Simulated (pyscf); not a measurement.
One addition across a multiple bond or ene-type step on the singlet surface with elements of a group swapped. ωB97M-D3(BJ)/def2-TZVP, kcal/mol, from the separated reactants. Optimised with ωB97X-D3(BJ)/def2-SVP in PySCF.

```csv
step,barrier,reaction energy,imaginary mode (i cm⁻¹)
`[O]=[Ta]([Cl])([Cl])[Cl]` + `[H][H]` → `[OH][TaH]([Cl])([Cl])[Cl]`,33.8,+9.1,1531
`[O]=[Ta]([F])([F])[F]` + `[H][H]` → `[OH][TaH]([F])([F])[F]`,27.7,-0.1,1460
`[O]=[Nb]([Cl])([Cl])[Cl]` + `[H][H]` → `[OH][NbH]([Cl])([Cl])[Cl]`,[?],[?],1498
`[O]=[Nb]([F])([F])[F]` + `[H][H]` -> `[OH][NbH]([F])([F])[F]`,36.0,+9.7,1386
```

Some entries are withheld; supply them.


- `[O]=[Nb]([Cl])([Cl])[Cl]` + `[H][H]` → `[OH][NbH]([Cl])([Cl])[Cl]`, barrier: 40.4
- `[O]=[Nb]([Cl])([Cl])[Cl]` + `[H][H]` → `[OH][NbH]([Cl])([Cl])[Cl]`, reaction energy: +15.8

Row 4: On the product side the descent ends in a point that may be a rotor saddle (no frequency run), 1.9 kcal/mol over the lowest minimum found and 23.8 kcal/mol under the saddle at ωB97X-D3(BJ)/def2-TZVP. Each row is the saddle that its search found. Elements past Kr carry the def2 core potentials, without spin-orbit coupling.
